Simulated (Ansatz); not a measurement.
# doublet CS(-): levels of theory in one basis

```xyz
2

C    -0.0439   -0.0124   -0.7997
S    -0.0106    0.0471    0.8073
```

Basis set: def2-SVP (spherical functions). Correlated methods keep 6 orbitals frozen. Correlation on ROHF uses semicanonical orbitals with singles. Charge -1, multiplicity 2.

Computed with Ansatz (development build ahead of 0.2.0); each method stands on the lowest determinant of its kind that the runs found.

```tsv
method	E − E(ROHF) (eV)	<S²> of the determinant
ROHF	0.00	–
UHF	-0.14	0.77
ROHF-MP2	-6.24	–
UHF-MP2	-6.20	0.77
ROHF-CCSD(T)	-7.11	–
UHF-CCSD(T)	-7.11	0.77
```

Task: Is a single determinant a sound starting point here?

Result: By this sign, yes. Unrestricted orbitals gain 0.14 eV and <S²> is 0.77 against 0.75 for a pure state.

Caution: no diffuse functions for an anion.
